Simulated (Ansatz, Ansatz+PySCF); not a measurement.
```xyz
9

S     0.0000    0.0000    1.0941
C     0.0000    1.1362   -0.0028
C     0.0000   -1.1362   -0.0028
C     0.0000    0.6551   -1.1680
C     0.0000   -0.6551   -1.1680
H     0.0000    2.1007    0.2697
H     0.0000   -2.1007    0.2697
H     0.0000    1.2195   -1.9980
H     0.0000   -1.2195   -1.9980
```

RHF-MP2 on singlet C4H4S was run in several spherical basis sets with Ansatz (development build ahead of 0.2.0). Frozen core: 9 orbitals. Caution for RHF-MP2: no unrestricted run beside it, a lower state can exist.

**Question.** Rank the basis sets by the total energy that they give, lowest first, with the distance from the lowest.
A. 6-31G(d)
B. def2-SVP
C. cc-pVDZ

**Answer.** C (0.00 eV), A (1.41 eV), B (6.77 eV).

Totals follow the description of the cores as much as that of the bonds, so this order isn't one of quality for chemistry.
